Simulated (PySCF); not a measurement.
# Atomic charges against the basis set

Compound: C₄H₆O₂.
Structure used (PBE0-D3(BJ)/def2-SVP), in Å, numbered top down from 1:
```
atom  x, y, z in Å
C1    -2.268    0.173    1.121
C2    -1.307   -0.420    0.420
O3    -0.131    0.230    0.163
C4     0.812   -0.407   -0.580
C5     2.016    0.465   -0.753
O6     0.668   -1.512   -1.023
H7    -2.148    1.188    1.505
H8    -3.197   -0.362    1.321
H9    -1.363   -1.431    0.007
H10    2.399    0.772    0.231
H11    2.785   -0.078   -1.312
H12    1.734    1.382   -1.291
```

PBE0 throughout (PySCF), one geometry, spherical d and f functions. Isolated species at its PBE0-D3(BJ)/def2-SVP geometry (one conformer only). The first 7 of 10 kinds of atom are listed.

Mulliken charges (e):

| basis | functions | C1 | C2 | O3 | C4 | C5 | O6 | H7 |
| --- | --- | --- | --- | --- | --- | --- | --- | --- |
| STO-3G | 36 | -0.193 | +0.011 | -0.180 | +0.254 | -0.260 | -0.222 | +0.090 |
| 6-31G | 66 | -0.394 | +0.136 | -0.521 | +0.525 | -0.547 | -0.406 | +0.178 |
| 6-31G* | 96 | -0.455 | +0.132 | -0.457 | +0.605 | -0.626 | -0.433 | +0.185 |
| def2-SVP | 114 | -0.110 | +0.099 | -0.291 | +0.163 | -0.047 | -0.237 | +0.062 |
| pcSseg-1 | 132 | -0.202 | +0.047 | -0.426 | +0.372 | -0.249 | -0.396 | +0.132 |
| 6-311+G(2d,p) | 198 | -0.486 | +0.241 | -0.309 | +0.679 | -0.615 | -0.458 | +0.123 |
| def2-TZVP | 222 | -0.280 | -0.011 | -0.199 | +0.311 | -0.370 | -0.320 | +0.134 |

IAO charges (e):

```tsv
basis	functions	C1	C2	O3	C4	C5	O6	H7
STO-3G	36	-0.308	-0.024	-0.162	+0.280	-0.442	-0.230	+0.142
6-31G	66	-0.345	+0.018	-0.295	+0.477	-0.483	-0.417	+0.166
6-31G*	96	-0.349	+0.050	-0.314	+0.530	-0.472	-0.440	+0.157
def2-SVP	114	-0.345	+0.050	-0.309	+0.525	-0.463	-0.434	+0.154
pcSseg-1	132	-0.352	+0.047	-0.316	+0.531	-0.468	-0.444	+0.159
6-311+G(2d,p)	198	-0.364	+0.047	-0.319	+0.541	-0.482	-0.454	+0.163
def2-TZVP	222	-0.365	+0.050	-0.320	+0.545	-0.483	-0.453	+0.162
```

Hirshfeld charges (e):

| basis | functions | C1 | C2 | O3 | C4 | C5 | O6 | H7 |
| --- | --- | --- | --- | --- | --- | --- | --- | --- |
| STO-3G | 36 | -0.089 | +0.036 | -0.086 | +0.172 | -0.042 | -0.183 | +0.033 |
| 6-31G | 66 | -0.114 | +0.019 | -0.108 | +0.219 | -0.097 | -0.255 | +0.054 |
| 6-31G* | 96 | -0.122 | +0.023 | -0.095 | +0.217 | -0.096 | -0.257 | +0.051 |
| def2-SVP | 114 | -0.126 | +0.020 | -0.079 | +0.224 | -0.117 | -0.247 | +0.049 |
| pcSseg-1 | 132 | -0.124 | +0.021 | -0.086 | +0.223 | -0.117 | -0.249 | +0.049 |
| 6-311+G(2d,p) | 198 | -0.124 | +0.020 | -0.094 | +0.214 | -0.114 | -0.250 | +0.053 |
| def2-TZVP | 222 | -0.127 | +0.020 | -0.089 | +0.217 | -0.119 | -0.249 | +0.052 |

ESP-fitted charges (e):

```csv
basis,functions,C1,C2,O3,C4,C5,O6,H7
STO-3G,36,-0.421,+0.183,-0.300,+0.705,-0.664,-0.380,+0.161
6-31G,66,-0.586,+0.217,-0.454,+0.950,-0.728,-0.582,+0.245
6-31G*,96,-0.562,+0.114,-0.304,+0.789,-0.692,-0.508,+0.233
def2-SVP,114,-0.543,+0.129,-0.326,+0.818,-0.659,-0.522,+0.223
pcSseg-1,132,-0.585,+0.125,-0.337,+0.852,-0.686,-0.550,+0.242
"6-311+G(2d,p)",198,-0.599,+0.095,-0.298,+0.823,-0.733,-0.538,+0.254
def2-TZVP,222,-0.595,+0.104,-0.296,+0.824,-0.728,-0.536,+0.248
```

Question: Which scheme is steadiest as the basis changes?

Answer: Largest range over the bases for any column: Hirshfeld 0.08 e, ESP-fitted 0.24 e, IAO 0.26 e, Mulliken 0.58 e. Hirshfeld charges move least and Mulliken charges most, counted in e. Without the minimal STO-3G basis the ranges are Hirshfeld 0.03, ESP-fitted 0.16, IAO 0.07, Mulliken 0.58 e.

Question: How much do the charges still move between the two largest bases, 6-311+G(2d,p) and def2-TZVP?

Answer: At most, over all atoms: Mulliken 0.368 e, IAO 0.004 e, Hirshfeld 0.004 e, ESP-fitted 0.008 e.

Question: What do the same runs give for the total energy, the frontier levels and the dipole moment?

Answer: 
```json
{"basis": "STO-3G", "energy (Eh)": "-302.1610", "HOMO (eV)": "-4.66", "LUMO (eV)": "2.75", "μ (D)": "0.96"}
{"basis": "6-31G", "energy (Eh)": "-306.0177", "HOMO (eV)": "-7.16", "LUMO (eV)": "-0.27", "μ (D)": "1.67"}
{"basis": "6-31G*", "energy (Eh)": "-306.1164", "HOMO (eV)": "-7.03", "LUMO (eV)": "-0.03", "μ (D)": "1.70"}
{"basis": "def2-SVP", "energy (Eh)": "-305.8988", "HOMO (eV)": "-7.25", "LUMO (eV)": "-0.25", "μ (D)": "1.70"}
{"basis": "pcSseg-1", "energy (Eh)": "-306.0929", "HOMO (eV)": "-7.35", "LUMO (eV)": "-0.40", "μ (D)": "1.78"}
{"basis": "6-311+G(2d,p)", "energy (Eh)": "-306.2165", "HOMO (eV)": "-7.36", "LUMO (eV)": "-0.53", "μ (D)": "1.89"}
{"basis": "def2-TZVP", "energy (Eh)": "-306.2437", "HOMO (eV)": "-7.33", "LUMO (eV)": "-0.43", "μ (D)": "1.85"}
```

The dipole is fixed by the density alone, so its range of 0.93 D shows that the density itself changes with the basis, not only its division among atoms.
